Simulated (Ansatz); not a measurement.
# Li₂− (quartet): the correlation ladder at distance Li1–Li2 = 5.160 Å, aug-cc-pVTZ

The task here is to estimate one member of a computed series from the others.

Program: Ansatz 0.2.0, Gaussian basis. Level of theory: aug-cc-pVTZ, core rule «outside noble gas», up to 2 orbitals frozen. These are calculated values, not measurements.

Plan: UHF; CCSD(T) on ROHF; CCSD(T) on UHF; BCCD(T) on ROHF; CCSDT on ROHF; CCSDT on UHF; Full CI.

32 further runs of the same task are left out: 17 for a known fault of the program, 11 that didn't finish, 4 set aside as unsound or not needed.

## The system

The geometry derives from a PBE0/def2-TZVPD stationary point (not a proven minimum). One bond is set to the value named and the two fragments are kept rigid.

2 atoms, charge -1, spin multiplicity 4.

Atoms are counted from 1 here; the program's logs count them from 0.

No contacts short enough for the rule that draws bonds.

Coordinates:

```xyz
2
Li2
Li    0.0000    0.0000    0.0000
Li    0.0000    0.0000    5.1600
```

The first run:

The input, in.yaml:

```yaml
crystal:
  periodic: [false, false, false]
  atoms:
    - {symbol: Li, position_ang: [0.000000, 0.000000, 0.000000]}
    - {symbol: Li, position_ang: [0.000000, 0.000000, 5.160000]}
basis:
  gaussian: {orbitals: aug-cc-pVTZ}
total_charge: -1
magnetization: {spin_polarized: true, initial_magnetization: 3}
hamiltonian: {xc: hf}
output: {orbitals: {seedname: orbitals}}
```

The run is started by

```
$ ansatz run in.yaml --threads 1 --pin off --events-out ev --progress --plain --max-ram 2393MiB
```

Among the steps run: UHF; CCSD(T) on ROHF; CCSD(T) on UHF; BCCD(T) on ROHF; CCSDT on ROHF; CCSDT on UHF; Full CI.

One table of the session follows, with a row left open; its other results are not shown here.

It belongs to the step «Misses and costs». 

| method | from FCI (kcal/mol) |
| --- | --- |
| ROHF | +4.98 |
| UHF | ? |
| RMP2 | +2.72 |
| UMP2 | +2.71 |
| RCCSD | +0.09 |
| UCCSD | +0.08 |
| RCCSD(T) | +0.04 |
| UCCSD(T) | +0.03 |
| BCCD(T) | +0.04 |
| RCCSDT | 0.00 |
| UCCSDT | -0.01 |
| FCI | 0 |

Estimate the missing values for UHF.

The run gave: from FCI (kcal/mol): +4.97. In the column «from FCI (kcal/mol)» it lies between RMP2 (+2.72) and ROHF (+4.98).

To keep in mind: Levels on UHF freeze UHF's core orbitals, full CI those of ROHF, so the U rows can settle a little off it for that reason alone. Restricted and unrestricted rows rest on different reference determinants; where their highest levels disagree by more than a few hundredths of an eV, they describe different states and don't form one ladder.
